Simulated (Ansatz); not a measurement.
**C2H2ClFO: up Jacob's ladder to CCSD(T)**

One table from this session's results is given with a row withheld; the runs are named, their logs left out.

Computed with Ansatz 0.2.0, Gaussian basis. Level: functionals in def2-TZVPP, the program's frozen cores in correlated methods.

Levels to be run: LDA (SPW92), PBE-D4, revPBE-D4, BLYP-D4, r2SCAN-D4, B97M-V, PBE0-D4, B3LYP-D4, r2SCANh-D4, r2SCAN0-D4, HSE06-D4, BHLYP-D4, CAM-B3LYP-D4, LC-ωPBE, ωB97X-V, ωB97M-V, B2PLYP, PBE-QIDH; CCSD(T)/def2-SVP; CCSD(T)/def2-TZVPP; MP2/def2-QZVPP; extrapolation to the limit; RPA on PBE.

### The relaxed structure

The geometry comes from an earlier relaxation with PBE0-D4 in a triple-zeta def2 set; it is a stationary point, not always the lowest conformer.

SMILES `O/C=C(/F)Cl`, 7 atoms, charge 0, spin multiplicity 1.

Atoms are counted from 1 here; the program's logs count them from 0.

Bond lengths: O1–C2 1.346 Å, O1–H6 0.965 Å, C2–C3 1.326 Å, C2–H7 1.082 Å, C3–F4 1.328 Å, C3–Cl5 1.711 Å. Angles: C2–O1–H6 109.0°, O1–C2–C3 125.8°, O1–C2–H7 114.3°, C3–C2–H7 119.9°, C2–C3–F4 122.4°, C2–C3–Cl5 123.4°, F4–C3–Cl5 114.2°.

The first run:

File in.yaml:

```yaml
crystal:
  periodic: [false, false, false]
  atoms:
    - {symbol: O, position_ang: [0.355285, 1.364768, 0.654665]}
    - {symbol: C, position_ang: [0.556175, 0.064018, 0.375234]}
    - {symbol: C, position_ang: [-0.226598, -0.696901, -0.376985]}
    - {symbol: F, position_ang: [0.036503, -1.977508, -0.610694]}
    - {symbol: Cl, position_ang: [-1.652680, -0.126047, -1.130781]}
    - {symbol: H, position_ang: [-0.454289, 1.659014, 0.218667]}
    - {symbol: H, position_ang: [1.446804, -0.355344, 0.824295]}
basis:
  gaussian: {orbitals: def2-TZVPP}
hamiltonian: {xc: lda}
output: {orbitals: {seedname: orbitals}}
```

Run with:

```sh
$ ansatz run in.yaml --threads 2 --pin off --events-out ev --progress --plain --max-ram 4352MiB
```

Among the steps run: LDA; PBE-D4 (GGA); revPBE-D4 (GGA); BLYP-D4 (GGA); r2SCAN-D4 (meta-GGA); B97M-V (meta-GGA); B3LYP-D4 (hybrid); r2SCANh-D4 (hybrid); r2SCAN0-D4 (hybrid); HSE06-D4 (hybrid); BHLYP-D4 (hybrid); CAM-B3LYP-D4 (range-separated); LC-ωPBE (range-separated); ωB97X-V (range-separated); ωB97M-V (range-separated); B2PLYP (double hybrid); PBE-QIDH (double hybrid).

One table of the session follows, with a row left open; its other results are not shown here.

It belongs to the step «Orbital energies across the functionals». 

```
  functional  HOMO (eV)  LUMO (eV)  gap (eV)
 LDA (SPW92)      -5.68      -0.74      4.94
      PBE-D4      -5.47      -0.47      5.00
   revPBE-D4      -5.40      -0.37      5.02
     BLYP-D4      -5.36      -0.38      4.98
   r2SCAN-D4      -5.71      -0.27      5.44
      B97M-V          ?          ?         ?
     PBE0-D4      -6.77       0.51      7.28
    B3LYP-D4      -6.57       0.24      6.81
  r2SCANh-D4      -6.20       0.09      6.29
  r2SCAN0-D4      -6.93       0.63      7.56
    HSE06-D4      -6.37       0.12      6.49
    BHLYP-D4      -7.97       1.60      9.56
CAM-B3LYP-D4      -8.15       1.63      9.78
     LC-ωPBE      -9.47       2.82     12.29
     ωB97X-V      -9.09       2.79     11.88
     ωB97M-V      -8.99       2.69     11.68
```

Estimate the missing values for B97M-V.

The run gave: HOMO (eV): -5.77; LUMO (eV): -0.16; gap (eV): 5.61. In the column «HOMO (eV)» it lies between r2SCANh-D4 (-6.20) and r2SCAN-D4 (-5.71).
